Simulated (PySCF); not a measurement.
This PySCF input asks for the NMR shieldings of `C(C=C)(C)C`, C5H10; the geometry comes from PBE0-D3(BJ)/def2-TZVP.

```python
import basis_set_exchange as bse
import numpy as np
from pyscf import gto, dft
from pyscf.prop import nmr

atoms = """
C     2.259551    0.093159   -0.122578
C     1.062045   -0.134185    0.396847
C    -0.243129    0.108255   -0.292690
C    -1.068378    1.141510    0.468332
C    -1.018818   -1.197331   -0.444439
H     2.370863    0.487925   -1.128086
H     3.169470   -0.104828    0.432121
H     0.988919   -0.531347    1.409815
H    -0.027545    0.502601   -1.292688
H    -0.537522    2.092423    0.546906
H    -2.023825    1.320834   -0.031304
H    -1.283726    0.792604    1.482897
H    -1.238850   -1.631804    0.535477
H    -0.448807   -1.932113   -1.016471
H    -1.970686   -1.027165   -0.954025
"""
names = dict.fromkeys(["C", "H"], "pcSseg-2")
basis = {el: gto.basis.parse(bse.get_basis(n, elements=[el], fmt="nwchem")) for el, n in names.items()}
mol = gto.M(atom=atoms, basis=basis, charge=0, verbose=0)
mf = dft.RKS(mol, xc="GGA_XC_KT3")
mf.grids.level = 2
mf.grids.alignment = dft.numint.BLKSIZE   # the property module wants whole blocks of grid points
mf.conv_tol = 1e-9
mf.kernel()

calc = nmr.RKS(mf)   # GIAO
sigma = calc.kernel()   # uncoupled for a functional without exact exchange
for i, s in enumerate(sigma):   # ppm
    print("%2d %-2s %9.2f" % (i, mol.atom_pure_symbol(i), np.trace(s) / 3))
```

Q: What are the results?

A: 
```
 0 C      72.95
 1 C      34.37
 2 C     140.58
 3 C     157.49
 4 C     157.43
 5 H      26.52
 6 H      26.67
 7 H      25.81
 8 H      29.32
 9 H      30.53
10 H      30.51
11 H      30.81
12 H      30.81
13 H      30.53
14 H      30.51
```

These numbers come from an equivalent density-fitted implementation of the same equations, which agrees with the script to about 0.01 ppm for H and up to a few tenths of a ppm for heavy atoms, so last digits may differ.

Q: Turn these shieldings into chemical shifts. δ = σ(ref) − σ, references computed at the same level: ¹³C (σ = 183.24 ppm), ¹H (σ = 31.63 ppm) against TMS.

A: Averaging equivalent atoms: C 1: 148.9; C 0: 110.3; C 2: 42.7; C 3/4: 25.8; H 7: 5.82; H 5: 5.11; H 6: 4.96; H 8: 2.31; H 9/10/11/12/13/14: 1.01 ppm. 

Size and cost of the density-fitted run: 320 basis functions, 94 s wall time (3.1 min CPU) on 2 threads of an Intel Xeon, shared host; peak memory 1.8 GiB.
